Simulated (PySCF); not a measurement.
**Which basis set comes closest?**

Molecule: SMILES F, FH.

Atoms are numbered as in `[FH:1]`. Each H is labelled by its parent atom.

Geometry PBE0-D3(BJ)/def2-SVP throughout; GIAO in PySCF 2.14, gas phase, one conformer, non-relativistic; equivalent atoms averaged; functional PBE0.

Reference values (HF/multiwavelet basis limit; gas (isolated, no vibration); Jensen, Fla, Jonsson, Monstad, Ruud, Frediani, PCCP 2016, 18, 21145): σ(H(F1)) = 28.12 ppm, σ(F1) = 414.6 ppm.

Task: How do the basis sets STO-3G, 6-31G, pcSseg-0, 6-31G*, def2-SVP, cc-pVDZ, pcSseg-1, aug-cc-pVDZ, 6-311+G(2d,p), def2-TZVP, cc-pVTZ, IGLO-III, pcSseg-2, pcSseg-3 perform against the reference? Times are CPU seconds on shared hosts with different chips, so compare them loosely.

Result: 
```
    basis set  functions  H(F1)     F1  abs. error H  abs. error F  core-s
       STO-3G          6  35.98  387.0          7.86          27.6    0.44
        6-31G         11  31.42  401.7          3.30          12.9    0.65
     pcSseg-0         11  31.15  416.0          3.03           1.4     0.4
       6-31G*         16  30.32  410.8          2.20           3.8    0.75
     def2-SVP         19  30.09  421.2          1.97           6.6    0.85
      cc-pVDZ         19  30.46  418.0          2.34           3.4     0.4
     pcSseg-1         22  29.25  410.5          1.13           4.1    0.51
  aug-cc-pVDZ         32  30.21  417.8          2.09           3.2     0.5
6-311+G(2d,p)         33  30.08  411.6          1.96           3.0     1.1
    def2-TZVP         37  29.91  412.3          1.79           2.3     1.1
      cc-pVTZ         44  29.48  412.2          1.36           2.4     0.6
     IGLO-III         45  29.67  410.8          1.55           3.8     0.5
     pcSseg-2         50  29.19  410.9          1.07           3.7    0.37
     pcSseg-3        105  29.09  410.9          0.97           3.7     1.4
```

For 1H the closest is pcSseg-3 (0.97 ppm) and the furthest STO-3G (7.86 ppm).

For 19F the closest is pcSseg-0 (1.4 ppm) and the furthest STO-3G (27.6 ppm). Where a smaller basis beats a larger one, errors probably cancel; the largest sets show where the functional converges. One molecule is a small sample, and the reference may use another geometry.

A small basis that lands close on one nucleus may do so by chance; judge by the trend and by all nuclei.
